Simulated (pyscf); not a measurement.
Single points on ωB97X-D3(BJ)/def2-SVP structures (PySCF, gas phase). Correlated levels are frozen-core, on RHF or UHF. ΔMP2 is the change of the MP2 total energy from the triple- to the quadruple-zeta basis.

**Question.** Estimate the classical barrier height and the reaction energy of F–SiH₂• + NH₃ -> H₂N–SiH₂• + HF at CCSD(T)/def2-TZVPP + ΔMP2(QZVPP). The step runs on the doublet surface, breaks F–Si, H–N and forms N–Si, F–H; take the separated reactants as zero.

**Answer.** ΔE‡ = 24.9 kcal/mol, ΔE = +16.5 kcal/mol. Zero-point energy shifts the barrier by +0.2 kcal/mol. It is a four-centre exchange, with an imaginary mode of 799i cm⁻¹. On the reactant side the descent ends in a complex (not fully relaxed), 4.4 kcal/mol under the separated species and 25.9 kcal/mol under the saddle at ωB97X-D3(BJ)/def2-TZVP. On the product side the descent ends in a complex, 7.2 kcal/mol under the separated species and 12.1 kcal/mol under the saddle at ωB97X-D3(BJ)/def2-TZVP. At ωB97X-D3(BJ)/def2-TZVP the barrier from the zero used here is 21.4 kcal/mol. One saddle was located; it need not be the lowest between these sides. The CCSD(T) − MP2 part came from Ansatz, without density fitting, on the same reference.
